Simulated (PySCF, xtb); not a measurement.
tetrafluoromethane (CF4), SMILES FC(F)(F)F.

Harmonic wavenumbers (cm⁻¹) from GFN2-xTB (xtb 6.7.1) at its own minimum, in rising order: 380, 380, 545, 545, 545, 861, 1147, 1147, 1147.

### Question
What does B3LYP-D3(BJ)/def2-SVP (PySCF) give at its own minimum? (Estimate from the structure and the level; the computed values follow.)

### Answer
437, 437, 630, 630, 630, 918, 1305, 1305, 1305. Paired by order, the mean absolute difference is 100 cm⁻¹ and the zero-point energies are 9.6 and 10.9 kcal/mol.
